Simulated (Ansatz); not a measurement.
Calculation: r2SCAN-D4/def2-TZVP (Ansatz, a program for electronic structure). No frequencies were computed at this level.

Ansatz 0.2 input:
```yaml
crystal:
  periodic: [false, false, false]
  atoms:
    - { symbol: F, position_ang: [1.51062, -0.262432, -0.317638] }
    - { symbol: Si, position_ang: [0.0, 0.0, 0.0] }
    - { symbol: F, position_ang: [-0.216725, 1.5248, 0.282399] }
    - { symbol: F, position_ang: [-0.873837, -0.433313, -1.224902] }
    - { symbol: F, position_ang: [-0.420058, -0.829056, 1.26014] }
basis:
  gaussian: { orbitals: def2-tzvp }
hamiltonian:
  xc: r2scan
  dispersion: d4
relax:
  max_steps: 150
```

Output:

```
Functional definition: r2SCAN
876 factors; their error is unknown
mean field evaluation 1: about -18748.1601 eV, gradient 6.2e1 eV
mean field evaluation 2: about -18740.1933 eV, gradient 1.0e2 eV
mean field evaluation 4: about -18752.9339 eV, gradient 6.7e-1 eV
mean field evaluation 8: about -18752.9274 eV, gradient 6.2e-2 eV
mean field evaluation 16: about -18752.9274 eV, gradient 8.8e-6 eV
mean field -18752.92741401 eV, -689.1573712740 hartree, gradient 8.8e-6 eV, S^2 0.000000; 0 other end points of the search recorded, 0 dependent functions left out
reference -18752.92742147 eV, -689.1573715484 hartree; 25, 25 occupied and 136, 136 virtual orbitals, 876 factors
relax step   1: F+E_penalty+E_count = -18752.94679730 eV  Δ(F+E_penalty+E_count) = +0.000e0 eV  max|allowed force component| = 8.812e-2 eV/Å  Δτ_max = 0.0000 Å  (25 SCF iters, accepted)
these checks for a lower state are left out or cut short: starts, cluster_reference, orbital_swaps, neighbouring_geometries, increment
876 factors; their error is unknown
mean field -18752.92767183 eV, -689.1573807490 hartree, gradient 5.9e-6 eV, S^2 0.000000; 0 other end points of the search recorded, 0 dependent functions left out
reference -18752.92767930 eV, -689.1573810234 hartree; 25, 25 occupied and 136, 136 virtual orbitals, 876 factors
relax step   2: F+E_penalty+E_count = -18752.94705683 eV  Δ(F+E_penalty+E_count) = -2.595e-4 eV  max|allowed force component| = 4.939e-2 eV/Å  Δτ_max = 0.0009 Å  (21 SCF iters, accepted)
these checks for a lower state are left out or cut short: starts, cluster_reference, orbital_swaps, neighbouring_geometries, increment
876 factors; their error is unknown
mean field -18752.92778793 eV, -689.1573850156 hartree, gradient 9.3e-6 eV, S^2 0.000000; 0 other end points of the search recorded, 0 dependent functions left out
reference -18752.92779540 eV, -689.1573852900 hartree; 25, 25 occupied and 136, 136 virtual orbitals, 876 factors
relax step   3: F+E_penalty+E_count = -18752.94717510 eV  Δ(F+E_penalty+E_count) = -1.183e-4 eV  max|allowed force component| = 2.015e-4 eV/Å  Δτ_max = 0.0012 Å  (22 SCF iters, accepted)
876 factors; their error is unknown
mean field evaluation 32: about -18752.9278 eV, gradient 9.3e-6 eV
mean field -18752.92778793 eV, -689.1573850156 hartree, gradient 9.3e-6 eV, S^2 0.000000; 1 other end points of the search recorded, 0 dependent functions left out
reference -18752.92779540 eV, -689.1573852900 hartree; 25, 25 occupied and 136, 136 virtual orbitals, 876 factors
Total energy: -18752.94718257 eV, -689.1580977553 hartree
Atom 0 at     1.508605    -0.262082    -0.317214 Å, force     0.000200    -0.000034    -0.000042 eV/Å
Atom 1 at    -0.000000    -0.000000     0.000000 Å, force    -0.000001    -0.000001     0.000000 eV/Å
Atom 2 at    -0.216436     1.522766     0.282022 Å, force    -0.000028     0.000202     0.000037 eV/Å
Atom 3 at    -0.872672    -0.432735    -1.223268 Å, force    -0.000115    -0.000057    -0.000162 eV/Å
Atom 4 at    -0.419498    -0.827950     1.258459 Å, force    -0.000055    -0.000109     0.000166 eV/Å
Dipole moment:     0.000000     0.000000    -0.000000 e Å
```

Cost: very roughly 15 core-seconds.
